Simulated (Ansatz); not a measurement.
Take BP in the zinc blende structure (space group F-43m, No. 216; a = 4.5364 Å) as the base.

Computed with r2SCAN/PAW in Ansatz (a quantum-chemistry and plane-wave program), spin-orbit coupling left out, earlier PAW set.

One thing is altered: full substitution B → In, then cell and atoms are relaxed.

Measured lattice parameter a: BP 4.525 Å (static lattice; corrected from measurement; as listed in Daniel Mejia-Rodriguez, S. B. Trickey, Phys. Rev. B (2018)); InP 5.858 Å (static lattice; corrected from measurement; as listed in Daniel Mejia-Rodriguez, S. B. Trickey, Phys. Rev. B (2018)).

**Question.** How well does r2SCAN reproduce the measured shift?

**Answer.** With r2SCAN the lattice parameter a moves by +1.371 Å (4.536 → 5.908) against +1.333 Å measured.

No phonon test of stability was made.
